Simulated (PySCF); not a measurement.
Species: 1,2-dichloroethane, C2H4Cl2.
Atom-mapped SMILES: `[Cl:1][CH2:2][CH2:3][Cl:4]` (hydrogens: H5, H6 on C2; H7, H8 on C3)

The calculation used core-valence-separated Tamm–Dancoff BHandHLYP/aug-pcX-1 (pcseg-1 on H, def2-SVPD on Cl) in PySCF, non-relativistic, gas phase, PBE0-D3(BJ)/def2-SVP geometry.

Computed carbon K-edge spectrum, Gaussian lines of 0.8 eV full width, highest printed point 100; it ends one width below the last computed root. The energies are unshifted.

(photon energy (eV), absorption): (284.0, 1), (284.1, 2), (284.2, 4), (284.3, 8), (284.4, 15), (284.5, 26), (284.6, 41), (284.7, 58), (284.8, 76), (284.9, 90), (285.0, 99), (285.1, 100), (285.2, 92), (285.3, 78), (285.4, 61), (285.5, 43), (285.6, 28), (285.7, 17), (285.8, 9), (285.9, 5), (286.0, 2), (286.1, 1), (286.2, 0), (286.3, 0), (286.4, 0), (286.5, 0), (286.6, 1), (286.7, 2), (286.8, 4), (286.9, 7), (287.0, 11), (287.1, 16), (287.2, 22), (287.3, 29), (287.4, 36), (287.5, 42), (287.6, 48), (287.7, 54), (287.8, 57), (287.9, 58), (288.0, 57), (288.1, 52), (288.2, 46), (288.3, 38), (288.4, 31)

Question: Assign the maxima to core holes.

Answer: 2 maxima:
- 285.1 eV: C2/C3 (sp3 C–Cl carbon), 285.06 eV, f = 0.136, sum of 2, 100 % of the height at the exact maximum
- 287.9 eV: C2/C3 (sp3 C–Cl carbon), 287.99 eV, f = 0.065, sum of 2, 80 % of the height at the exact maximum; C2/C3 (sp3 C–Cl carbon), 287.46 eV, f = 0.034, sum of 2, 19 % of the height at the exact maximum

Roots within 0.03 eV on the same or equivalent atoms count as one line; shares under 12 % aren't listed.

Vibrational structure and lifetime widths aren't in the curve. The ionisation threshold wasn't computed; near and above it a finite basis only mimics Rydberg series and continuum.

Conformer computed: `[Cl:1][CH2:2][CH2:3][Cl:4]`: Cl1–C2–C3–Cl4 180°.

One conformer stands for the species.
